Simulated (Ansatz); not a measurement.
System: rutile MnO2. Method: HSE06 in Ansatz (PAW).

Settings: plane-wave cutoff 500 eV, 6×6×10 k mesh (along the axes of the cell as run), Fermi–Dirac smearing 0.05 eV, magnetic order afm, spin-polarised with opposed moments, scalar-relativistic PAW data made under PBE.

Cell (relaxed with r²SCAN):

Space group P4₂/mnm (No. 136); a = b = 4.383 Å, c = 2.861 Å, α = β = γ = 90.00°

```json
[
 {"atom": "Mn", "site": "2a", "symmetry": "m.mm", "x": "0.0000", "y": "0.0000", "z": "0.0000"},
 {"atom": "O", "site": "4f", "symmetry": "m.2m", "x": "0.3048", "y": "0.3048", "z": "0.0000"}
]
```

Q: Predict the magnetic moment (largest site, within a sphere) and band gap.

A: 
magnetic moment (largest site, within a sphere): 2.54 μB
band gap: 1.77 eV (on the SCF k mesh)

Note: exact exchange on metals is sensitive to the k mesh and can open a false gap; the collinear magnetic order is the start's and need not be the measured one; cell and atoms aren't relaxed at this level (largest force component 0.12 eV/Å, pressure -2.4 GPa).

Moments are spin moments.

The computed numbers hold no vibrational or temperature effects.

Ansatz is an electronic-structure program.
